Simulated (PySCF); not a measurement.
Atoms are numbered as in `[CH3:1][SiH2:2][OH:3]`; H(Xn) means a hydrogen on atom n.

[PySCF 2.14.0 with density-fitted response routines: shielding tensors at PBE0/pcSseg-1 (GIAO); structure optimised with GFN2-xTB; no relativistic terms; no solvent; fast rotation and ring inversion assumed for equivalent nuclei; a single conformation]

Shifts are taken against calculated references (same method and geometry level): ¹³C, ¹H, ²⁹Si against TMS; ¹⁷O against H2O.

| atoms | nucleus | count | δ (ppm) |
| --- | --- | --- | --- |
| H(Si2) | ¹H | 2 | 5.08 |
| C1 | ¹³C | 1 | ? |
| O3 | ¹⁷O | 1 | ? |
| H(C1) | ¹H | 3 | 0.19 |
| Si2 | ²⁹Si | 1 | -16.6 |
| H(O3) | ¹H | 1 | 0.71 |

Task: Estimate the values marked ?.

Result: 
- C1: 0.5 ppm, methyl carbon bonded to Si; an electropositive neighbour leaves it electron-rich and shielded
- O3: 19.0 ppm, oxygen bonded to Si, H

The OH or NH signal is concentration- and solvent-dependent in practice; the value given is the gas-phase one. Shifts are as computed. Against solution values, carbons near 30 ppm lie about +3 ppm off and those near 130 ppm about +5 ppm. Of 1309 compounds with measured shifts, 239 miss one by over three times the rms of a fit or turn the order of signals round; such compounds aren't used in these exercises. Experimental scales use liquid or dissolved standards, which lie at an offset from isolated H2O (liquid H2O: subtract about 36 ppm).
